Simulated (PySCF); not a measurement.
PySCF input (MN15/def2-TZVPD):

```python
from pyscf import gto, scf, dft

mol = gto.M(
    atom='''
    N    -0.00105897    0.01327707    0.48254113
    F     0.00032817    1.23270648   -0.15911563
    F     1.07118647   -0.62149834   -0.10574733
    F    -1.07069100   -0.62153474   -0.11044681
    ''',
    basis='def2-tzvpd',
    charge=0,
    spin=0,
    verbose=4,
)

mf = dft.RKS(mol, xc='mn15').density_fit(auxbasis='def2-universal-jkfit')
mf.grids.level = 4
mf.conv_tol = 1e-9
mf.max_cycle = 100
mf.max_memory = 1500
mf.kernel()
if not mf.converged:
    mf = mf.newton()
    mf.kernel(mf.make_rdm1())
mf.analyze()
```

End of the output:

```
Extra cycle  E= -353.948089204848  delta_E= -2.54e-11  |g|= 2.14e-05  |ddm|= 2.15e-05
converged SCF energy = -353.948089204848
**** SCF Summaries ****
Total Energy =                        -353.948089204848429
Nuclear Repulsion Energy =             132.618334361624903
One-electron Energy =                 -755.036815912083171
Two-electron Energy =                  268.470392345609810
Two-electron Coulomb Energy =          306.258100787215767
DFT Exchange-Correlation Energy =      -37.787708441605943
HOMO-LUMO gap [eV] =                    12.487413690828665
**** MO energy ****
MO #1   energy= -24.3642561181659  occ= 2
MO #2   energy= -24.364252136128   occ= 2
MO #3   energy= -24.3642389412901  occ= 2
MO #4   energy= -14.4156225242667  occ= 2
MO #5   energy= -1.42146707243516  occ= 2
MO #6   energy= -1.28734360065451  occ= 2
MO #7   energy= -1.28733831032471  occ= 2
MO #8   energy= -0.877074799624779 occ= 2
MO #9   energy= -0.688390538539556 occ= 2
MO #10  energy= -0.688388115369574 occ= 2
MO #11  energy= -0.65338743644827  occ= 2
MO #12  energy= -0.559670339437569 occ= 2
MO #13  energy= -0.559669318013888 occ= 2
MO #14  energy= -0.514053065591636 occ= 2
MO #15  energy= -0.514048934972877 occ= 2
MO #16  energy= -0.500118590907589 occ= 2
MO #17  energy= -0.419511394261452 occ= 2
MO #18  energy= 0.0393925984146501 occ= 0
MO #19  energy= 0.0393935032046202 occ= 0
MO #20  energy= 0.0432133417453899 occ= 0
MO #21  energy= 0.0851734428737458 occ= 0
MO #22  energy= 0.11369520552231   occ= 0
MO #23  energy= 0.113695453523955  occ= 0
MO #24  energy= 0.126569110418061  occ= 0
MO #25  energy= 0.171373620719373  occ= 0
MO #26  energy= 0.171373894998593  occ= 0
MO #27  energy= 0.180602893504311  occ= 0
MO #28  energy= 0.180603158636774  occ= 0
MO #29  energy= 0.199655780304866  occ= 0
MO #30  energy= 0.237955182502471  occ= 0
MO #31  energy= 0.271353893823694  occ= 0
MO #32  energy= 0.321700439538527  occ= 0
MO #33  energy= 0.321701237605035  occ= 0
MO #34  energy= 0.414451686863922  occ= 0
MO #35  energy= 0.419567664017679  occ= 0
MO #36  energy= 0.419568136730334  occ= 0
MO #37  energy= 0.460683311130922  occ= 0
MO #38  energy= 0.460683594613283  occ= 0
MO #39  energy= 0.501722280645193  occ= 0
MO #40  energy= 0.517947339698903  occ= 0
MO #41  energy= 0.536233655086567  occ= 0
MO #42  energy= 0.536235304372116  occ= 0
MO #43  energy= 0.548971854775441  occ= 0
MO #44  energy= 0.593797162003624  occ= 0
MO #45  energy= 0.59379753722367   occ= 0
MO #46  energy= 0.63683637911917   occ= 0
MO #47  energy= 0.636836980155381  occ= 0
MO #48  energy= 0.664188683103497  occ= 0
MO #49  energy= 0.693454336425933  occ= 0
MO #50  energy= 0.693454491867452  occ= 0
MO #51  energy= 0.698479270492683  occ= 0
MO #52  energy= 0.70832437439696   occ= 0
MO #53  energy= 0.755889933681144  occ= 0
MO #54  energy= 0.755891653573388  occ= 0
MO #55  energy= 0.817620253842609  occ= 0
MO #56  energy= 0.851596231528508  occ= 0
MO #57  energy= 0.851599664020367  occ= 0
MO #58  energy= 0.996606924184451  occ= 0
MO #59  energy= 0.996622778357425  occ= 0
MO #60  energy= 0.996938239955118  occ= 0
MO #61  energy= 1.08642523774251   occ= 0
MO #62  energy= 1.08642831137446   occ= 0
MO #63  energy= 1.15557319699586   occ= 0
MO #64  energy= 1.23587887346882   occ= 0
MO #65  energy= 1.23587927737298   occ= 0
MO #66  energy= 1.25910057082863   occ= 0
MO #67  energy= 1.35833184866073   occ= 0
MO #68  energy= 1.40281046752429   occ= 0
MO #69  energy= 1.40281157033537   occ= 0
MO #70  energy= 1.41848235428988   occ= 0
MO #71  energy= 1.4184897409518    occ= 0
MO #72  energy= 1.41917895792319   occ= 0
MO #73  energy= 1.61119307858247   occ= 0
MO #74  energy= 1.6111932222306    occ= 0
MO #75  energy= 2.09888413551765   occ= 0
MO #76  energy= 2.1496085104425    occ= 0
MO #77  energy= 2.18483131621165   occ= 0
MO #78  energy= 2.18483604153121   occ= 0
MO #79  energy= 2.20885276476321   occ= 0
MO #80  energy= 2.24109769873533   occ= 0
MO #81  energy= 2.2411053830101    occ= 0
MO #82  energy= 2.25999310998719   occ= 0
MO #83  energy= 2.30746697937929   occ= 0
MO #84  energy= 2.3074707381436    occ= 0
MO #85  energy= 2.36473655185959   occ= 0
MO #86  energy= 2.40001898064038   occ= 0
MO #87  energy= 2.4000254890872    occ= 0
MO #88  energy= 2.5913405532274    occ= 0
MO #89  energy= 2.5913412244165    occ= 0
MO #90  energy= 2.68329899501112   occ= 0
MO #91  energy= 2.98808801255241   occ= 0
MO #92  energy= 3.11107178716541   occ= 0
MO #93  energy= 3.11107219305027   occ= 0
MO #94  energy= 3.37954723855767   occ= 0
MO #95  energy= 3.40267911738099   occ= 0
MO #96  energy= 3.40268322323986   occ= 0
MO #97  energy= 3.430969318158     occ= 0
MO #98  energy= 3.43097553780734   occ= 0
MO #99  energy= 3.50326561327093   occ= 0
MO #100 energy= 3.66368474526467   occ= 0
MO #101 energy= 3.85692676365466   occ= 0
MO #102 energy= 3.85693509674307   occ= 0
MO #103 energy= 3.87262731303189   occ= 0
MO #104 energy= 4.10324108106782   occ= 0
MO #105 energy= 4.10324909581914   occ= 0
MO #106 energy= 4.11803103508919   occ= 0
MO #107 energy= 4.11803614853117   occ= 0
[...]
```
